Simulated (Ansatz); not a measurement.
CH3S (SMILES C[S]) moved off its minimum; all values from Ansatz (a quantum-chemistry and plane-wave program), cores frozen in correlated methods. Open shells are unrestricted.
(charge 0, multiplicity 2)
```xyz
5

C     -1.12626     0.06925     0.16259
S      0.69292    -0.00539     0.03992
H     -1.60719    -0.45228    -0.81355
H     -1.44297    -0.33495     0.93455
H     -1.52596     1.08952    -0.19177
```

Forces at r2SCAN/def2-TZVPP (eV/Å):

```tsv
atom	Fx	Fy	Fz
C1	2.278	3.915	-10.758
S2	-1.032	0.083	-0.032
H3	1.310	0.347	2.051
H4	-3.272	-3.306	7.288
H5	0.715	-1.039	1.450
```

Task: Give the forces (eV/Å), the total energy and the dipole at CCSD(T)/cc-pV(T+d)Z.

Result: 
```csv
atom,Fx,Fy,Fz
C1,1.981,3.941,-10.881
S2,-0.760,0.071,-0.048
H3,1.342,0.314,2.082
H4,-3.293,-3.296,7.329
H5,0.730,-1.030,1.519
```
Energy -437.4910 hartree, dipole 1.68 D.
